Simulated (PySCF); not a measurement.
Species: 4-chloro-1-butene, C4H7Cl.
Geometry (GFN2-xTB, Å), atoms numbered from 1 in this order:
```
atom  x, y, z in Å
C1    -1.9852    0.3482   -0.0212
C2    -0.8967   -0.2957   -0.3960
C3     0.4708    0.3151   -0.4333
C4     1.3963   -0.4096    0.5359
Cl5    3.0401    0.2843    0.4791
H6    -2.9527   -0.1232   -0.0089
H7    -1.9542    1.3816    0.2831
H8    -0.9493   -1.3335   -0.6980
H9     0.8805    0.2347   -1.4436
H10    0.4161    1.3715   -0.1670
H11    1.4904   -1.4652    0.2812
H12    1.0452   -0.3086    1.5627
```

Computed with B3LYP/def2-SVPD in PySCF (dipole) on a GFN2-xTB geometry, gas phase.

Take the most abundant isotopes and a rigid rotor. The values belong to one conformer with, in the numbering `[CH2:1]=[CH:2][CH2:3][CH2:4][Cl:5]`, C1–C2–C3–C4 118°, C2–C3–C4–Cl5 179°.

(1) What are A, B and C (GHz)?

(2) Classify the top.

(3) Is it planar, by Δ = Ic − Ia − Ib?

(4) Give the other two planar moments, Paa and Pbb, and the rms extents of the mass along the axes.

(5) List the rotational levels J(Ka,Kc) to J = 4 (cm⁻¹).

(6) Predict some low-J microwave lines.

Results:

(1) Ia = 26.54, Ib = 348.88, Ic = 353.37 u·Å²; 505379 MHz·u·Å²/I gives 19040, 1449 and 1430 MHz, that is A = 19.040, B = 1.4486, C = 1.4302 GHz.

(2) A near-prolate asymmetric top; Ray's κ = -0.998.

(3) Not planar: Δ = Ic − Ia − Ib = -22.05 u·Å². For a rigid frame Δ = −2 Σ m c², so Σ m c² = 11.02 u·Å² lies off the ab plane: 5.51 from hydrogen and 5.51 from heavier atoms. The atom farthest from that plane is 1.49 Å away.

(4) Paa = Σ m a² = (Ib + Ic − Ia)/2 = 337.86 and Pbb = Σ m b² = (Ia + Ic − Ib)/2 = 15.52 u·Å². With the mass M = 90.02 u, the rms extents √(P/M) along a, b and c are 1.94, 0.42, 0.35 Å.

(5) Above 0(0,0):
J = 1: 1(0,1) 0.0960, 1(1,1) 0.6828, 1(1,0) 0.6834
J = 2: 2(0,2) 0.2881, 2(1,2) 0.8742, 2(1,1) 0.8761, 2(2,1) 2.6365, 2(2,0) 2.6365
J = 3: 3(0,3) 0.5761, 3(1,3) 1.1614, 3(1,2) 1.1651, 3(2,2) 2.9245, 3(2,1) 2.9245, 3(3,1) 5.8600, 3(3,0) 5.8600
J = 4: 4(0,4) 0.9602, 4(1,4) 1.5443, 4(1,3) 1.5504, 4(2,3) 3.3086, 4(2,2) 3.3086, 4(3,2) 6.2441, 4(3,1) 6.2441, 4(4,1) 10.3538, 4(4,0) 10.3538

(6) The dipole components are |μa| = 1.90 D, |μb| = 0.65 D, |μc| = 0.03 D. The squared components, which scale the intensities, stand as 1.00 : 0.12 : 0.00 (a : b : c). Some lines, for components of 0.1 D or more:

```csv
type,branch,"J(Ka,Kc)",MHz,lower level (cm⁻¹)
a,R,"1(0,1) ← 0(0,0)",2879,0.000
a,R,"2(1,2) ← 1(1,1)",5739,0.683
a,R,"2(0,2) ← 1(0,1)",5757,0.096
a,R,"2(1,1) ← 1(1,0)",5776,0.683
b,Q,"1(1,0) ← 1(0,1)",17610,0.096
b,Q,"2(1,1) ← 2(0,2)",17628,0.288
b,R,"1(1,1) ← 0(0,0)",20470,0.000
b,R,"2(1,2) ← 1(0,1)",23331,0.096
b,Q,"2(2,0) ← 2(1,1)",52774,0.876
b,Q,"2(2,1) ← 2(1,2)",52830,0.874
b,R,"2(2,1) ← 1(1,0)",58550,0.683
b,R,"2(2,0) ← 1(1,1)",58569,0.683
```

Not checked by GFN2-xTB frequencies. These are rigid-rotor constants of the computed structure; measured ground-state constants (B0) also hold zero-point vibration. Quadrupole hyperfine structure (35Cl) is left out.

On Arm Neoverse V1, one thread, on a shared host, this took 17 s wall. This is the B3LYP/def2-SVPD job that gave the dipole, with the excitations it also computed.
